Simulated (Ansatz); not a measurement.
## Nudged elastic band run: C₂H₃O

Input:

```yaml
crystal:
  periodic: [false, false, false]
  atoms:
    - { symbol: C, position_ang: [-0.820103, -0.367005, -0.26803] }
    - { symbol: C, position_ang: [0.349255, 0.361587, 0.278254] }
    - { symbol: O, position_ang: [0.15734, -1.096192, 0.429254] }
    - { symbol: H, position_ang: [-1.071499, -0.580444, -1.315542] }
    - { symbol: H, position_ang: [1.18812, 0.660454, -0.360303] }
    - { symbol: H, position_ang: [0.238888, 0.9577, 1.190067] }
magnetization:
  spin_polarized: true
  initial_magnetization: 1
basis:
  gaussian: { orbitals: STO-3G }
hamiltonian:
  xc: { name: BHLYP }
  dispersion: d4
neb:
  order_check: false
  images: 5
  f_tol: 0.03
  max_iterations: 60
  final_atoms:
    - { symbol: C, position_ang: [-0.17314514, -0.04691855, -0.55843956] }
    - { symbol: C, position_ang: [0.54939218, -0.24637129, 0.71952274] }
    - { symbol: O, position_ang: [-0.84787266, -0.39154686, 0.7110414] }
    - { symbol: H, position_ang: [-0.15509104, -0.83250068, -1.32113547] }
    - { symbol: H, position_ang: [-0.3867823, 0.95550238, -0.94615337] }
    - { symbol: H, position_ang: [1.05549996, 0.49793499, 1.34886426] }
  initial_path:
    images:
      - { positions_ang: [[-0.820103, -0.367005, -0.26803], [0.349255, 0.361587, 0.278254], [0.15734, -1.096192, 0.429254], [-1.071499, -0.580444, -1.315542], [1.18812, 0.660454, -0.360303], [0.238888, 0.9577, 1.190067]] }
      - { positions_ang: [[-0.73607011, -0.29502731, -0.28575809], [0.42172165, 0.27613119, 0.34585908], [0.01505418, -1.08030218, 0.46929184], [-0.89922171, -0.58708078, -1.30993797], [0.91888428, 0.69313183, -0.47642062], [0.32163273, 0.92924725, 1.21066577]] }
      - { positions_ang: [[-0.65203723, -0.22304963, -0.30348618], [0.49418829, 0.19067539, 0.41346416], [-0.12723165, -1.06441236, 0.50932968], [-0.72694443, -0.59371756, -1.30433395], [0.64964855, 0.72580967, -0.59253824], [0.40437746, 0.90079449, 1.23126453]] }
      - { positions_ang: [[-0.56800434, -0.15107194, -0.32121427], [0.56665494, 0.10521958, 0.48106924], [-0.26951747, -1.04852255, 0.54936751], [-0.55466714, -0.60035434, -1.29872992], [0.38041283, 0.7584875, -0.70865586], [0.48712219, 0.87234174, 1.2518633]] }
      - { positions_ang: [[-0.43638461, -0.11635414, -0.40028937], [0.56090068, -0.01197738, 0.56055374], [-0.46230253, -0.82953065, 0.60325881], [-0.42147511, -0.67773645, -1.30619844], [0.12468112, 0.82415913, -0.7878217], [0.67658145, 0.74753949, 1.28419695]] }
      - { positions_ang: [[-0.30476487, -0.08163634, -0.47936446], [0.55514643, -0.12917433, 0.64003824], [-0.6550876, -0.61053875, 0.6571501], [-0.28828307, -0.75511857, -1.31366695], [-0.13105059, 0.88983076, -0.86698754], [0.8660407, 0.62273724, 1.31653061]] }
      - { positions_ang: [[-0.17314514, -0.04691855, -0.55843956], [0.54939218, -0.24637129, 0.71952274], [-0.84787266, -0.39154686, 0.7110414], [-0.15509104, -0.83250068, -1.32113547], [-0.3867823, 0.95550238, -0.94615337], [1.05549996, 0.49793499, 1.34886426]] }
```

Command:

```bash
$ ansatz run input.yaml --threads 1 --pin off --max-ram 2048MiB --backend cpu --events-out ev --progress --plain --runs-dir out
```

Output, in part (warnings, iteration lines, the closing report on the highest movable image, with atoms numbered from 0):

```
NEB end point (image 0): max|allowed force component| = 1.665e-2 eV/Å (the criterion of neb.relax_end_points is 1.000e-2)
NEB end point (image 6): max|allowed force component| = 1.226e-2 eV/Å (the criterion of neb.relax_end_points is 1.000e-2)
NEB iter   1: max|band force component| = 2.031e1 eV/Å  barrier→ = 7.4387 eV  barrier← = 7.4387 eV  Δτ_max = 0.1935 Å  (201 SCF iters)
NEB iter   2: max|band force component| = 5.013e0 eV/Å  barrier→ = 5.6728 eV  barrier← = 5.6728 eV  Δτ_max = 0.0645 Å  (191 SCF iters)
NEB iter   3: max|band force component| = 2.949e0 eV/Å  barrier→ = 5.0882 eV  barrier← = 5.0882 eV  Δτ_max = 0.0676 Å  (164 SCF iters)
NEB iter   4: max|band force component| = 1.148e0 eV/Å  barrier→ = 4.8042 eV  barrier← = 4.8042 eV  Δτ_max = 0.0651 Å  (175 SCF iters)
NEB iter   5: max|band force component| = 9.258e-1 eV/Å  barrier→ = 4.6955 eV  barrier← = 4.6955 eV  Δτ_max = 0.1931 Å  (185 SCF iters)
NEB iter   6: max|band force component| = 1.327e0 eV/Å  barrier→ = 4.3159 eV  barrier← = 4.3159 eV  Δτ_max = 0.0988 Å  (222 SCF iters)
NEB iter   7: max|band force component| = 2.565e0 eV/Å  barrier→ = 4.1776 eV  barrier← = 4.1776 eV  Δτ_max = 0.0501 Å  (180 SCF iters)
NEB iter   8: max|band force component| = 2.193e0 eV/Å  barrier→ = 3.9535 eV  barrier← = 3.9534 eV  Δτ_max = 0.0498 Å  (183 SCF iters)
NEB iter   9: max|band force component| = 6.046e-1 eV/Å  barrier→ = 3.8681 eV  barrier← = 3.8681 eV  Δτ_max = 0.1016 Å  (187 SCF iters)
NEB iter  10: max|band force component| = 1.059e0 eV/Å  barrier→ = 3.9241 eV  barrier← = 3.9241 eV  Δτ_max = 0.0496 Å  (178 SCF iters)
NEB iter  11: max|band force component| = 5.874e-1 eV/Å  barrier→ = 4.0106 eV  barrier← = 4.0106 eV  Δτ_max = 0.0498 Å  (166 SCF iters)
NEB iter  12: max|band force component| = 8.426e-1 eV/Å  barrier→ = 4.0835 eV  barrier← = 4.0835 eV  CI = image 4  Δτ_max = 0.0501 Å  (179 SCF iters)
NEB iter  13: max|band force component| = 7.056e-1 eV/Å  barrier→ = 4.1509 eV  barrier← = 4.1509 eV  CI = image 4  Δτ_max = 0.0501 Å  (174 SCF iters)
NEB iter  14: max|band force component| = 6.024e-1 eV/Å  barrier→ = 4.1533 eV  barrier← = 4.1533 eV  CI = image 4  Δτ_max = 0.0501 Å  (171 SCF iters)
NEB iter  15: max|band force component| = 5.825e-1 eV/Å  barrier→ = 4.1451 eV  barrier← = 4.1451 eV  CI = image 4  Δτ_max = 0.0500 Å  (169 SCF iters)
NEB iter  16: max|band force component| = 6.734e-1 eV/Å  barrier→ = 4.1433 eV  barrier← = 4.1433 eV  CI = image 4  Δτ_max = 0.0509 Å  (163 SCF iters)
NEB iter  17: max|band force component| = 7.013e-1 eV/Å  barrier→ = 4.1432 eV  barrier← = 4.1432 eV  CI = image 4  Δτ_max = 0.0986 Å  (156 SCF iters)
NEB iter  18: max|band force component| = 1.370e0 eV/Å  barrier→ = 4.1433 eV  barrier← = 4.1432 eV  CI = image 4  Δτ_max = 0.1027 Å  (164 SCF iters)
NEB iter  19: max|band force component| = 6.945e-1 eV/Å  barrier→ = 4.1432 eV  barrier← = 4.1432 eV  CI = image 4  Δτ_max = 0.1864 Å  (155 SCF iters)
NEB iter  20: max|band force component| = 9.564e-1 eV/Å  barrier→ = 4.1432 eV  barrier← = 4.1432 eV  CI = image 4  Δτ_max = 0.0984 Å  (172 SCF iters)
NEB iter  21: max|band force component| = 6.390e-1 eV/Å  barrier→ = 4.1432 eV  barrier← = 4.1432 eV  CI = image 4  Δτ_max = 0.0993 Å  (174 SCF iters)
NEB iter  22: max|band force component| = 5.400e-1 eV/Å  barrier→ = 4.1432 eV  barrier← = 4.1432 eV  CI = image 4  Δτ_max = 0.0994 Å  (150 SCF iters)
NEB iter  23: max|band force component| = 4.152e-1 eV/Å  barrier→ = 4.1432 eV  barrier← = 4.1432 eV  CI = image 4  Δτ_max = 0.1003 Å  (157 SCF iters)
NEB iter  24: max|band force component| = 1.540e0 eV/Å  barrier→ = 4.1432 eV  barrier← = 4.1432 eV  CI = image 4  Δτ_max = 0.0499 Å  (146 SCF iters)
NEB iter  25: max|band force component| = 5.318e-1 eV/Å  barrier→ = 4.1432 eV  barrier← = 4.1432 eV  CI = image 4  Δτ_max = 0.0995 Å  (137 SCF iters)
NEB iter  26: max|band force component| = 3.723e-1 eV/Å  barrier→ = 4.1432 eV  barrier← = 4.1432 eV  CI = image 4  Δτ_max = 0.0996 Å  (137 SCF iters)
NEB iter  27: max|band force component| = 2.971e-1 eV/Å  barrier→ = 4.1432 eV  barrier← = 4.1432 eV  CI = image 4  Δτ_max = 0.0997 Å  (137 SCF iters)
NEB iter  28: max|band force component| = 2.607e-1 eV/Å  barrier→ = 4.1432 eV  barrier← = 4.1432 eV  CI = image 4  Δτ_max = 0.0317 Å  (132 SCF iters)
NEB iter  29: max|band force component| = 9.462e-2 eV/Å  barrier→ = 4.1432 eV  barrier← = 4.1432 eV  CI = image 4  Δτ_max = 0.0044 Å  (132 SCF iters)
NEB iter  30: max|band force component| = 7.425e-1 eV/Å  barrier→ = 4.1432 eV  barrier← = 4.1432 eV  CI = image 4  Δτ_max = 0.0123 Å  (319 SCF iters)
NEB iter  31: max|band force component| = 4.711e-1 eV/Å  barrier→ = 4.1432 eV  barrier← = 4.1432 eV  CI = image 4  Δτ_max = 0.0141 Å  (153 SCF iters)
NEB iter  32: max|band force component| = 1.296e-1 eV/Å  barrier→ = 4.1432 eV  barrier← = 4.1432 eV  CI = image 4  Δτ_max = 0.0020 Å  (155 SCF iters)
NEB iter  33: max|band force component| = 6.032e-2 eV/Å  barrier→ = 4.1432 eV  barrier← = 4.1432 eV  CI = image 4  Δτ_max = 0.0016 Å  (137 SCF iters)
NEB iter  34: max|band force component| = 9.101e-3 eV/Å  barrier→ = 4.1432 eV  barrier← = 4.1432 eV  CI = image 4  Δτ_max = 0.0000 Å  (372 SCF iters)
Total energy: -4106.12723943 eV, -150.8973928160 hartree
Atom 0 at    -0.800044    -0.108124    -0.697534 Å, force    -0.000007    -0.000014    -0.000002 eV/Å
Atom 1 at     0.594872     0.040370     0.534788 Å, force     0.000005     0.000002     0.000010 eV/Å
Atom 2 at    -0.511448    -0.742931     0.662731 Å, force    -0.000006     0.000005    -0.000007 eV/Å
Atom 3 at    -0.240723    -0.810414    -1.388597 Å, force     0.000000     0.000005     0.000003 eV/Å
Atom 4 at     0.160864     0.786359    -0.484935 Å, force     0.000003     0.000004     0.000007 eV/Å
Atom 5 at     0.838481     0.770839     1.327247 Å, force     0.000005    -0.000003    -0.000012 eV/Å
Dipole moment:     0.332376     0.115314     0.044191 e Å
```

It converged. The profile has 2 maxima (images 1, 4) with wells between them (image 2): this band takes more than one step, which may be the mechanism or a detour left from its start path. Neighbouring images differ by up to 2.5 eV, so the band resolves the path poorly. A vibrational analysis at the climbing image gives one clearly imaginary mode, 1143i cm⁻¹: a first-order saddle point. Limits of this set-up: minimal basis.

Final band (atoms are numbered from 1 in the order of the input):

| image | path coordinate (Å) | energy (kcal/mol) | C2–H5 (Å) | C1–H5 (Å) |
| --- | --- | --- | --- | --- |
| 0 | 0.00 | 0.0 | 1.10 | 2.26 |
| 1 | 0.76 | 53.1 | 1.09 | 2.23 |
| 2 | 1.51 | 48.5 | 1.10 | 2.60 |
| 3 | 2.27 | 62.4 | 1.10 | 2.20 |
| 4 | 3.03 | 95.5 | 1.34 | 1.33 |
| 5 | 3.66 | 38.3 | 1.82 | 1.08 |
| 6 | 4.29 | 0.0 | 2.26 | 1.10 |

Run time: 2.2 min on 1 thread of Arm Neoverse V2, with other jobs on the host, peak memory 0.091 GiB.
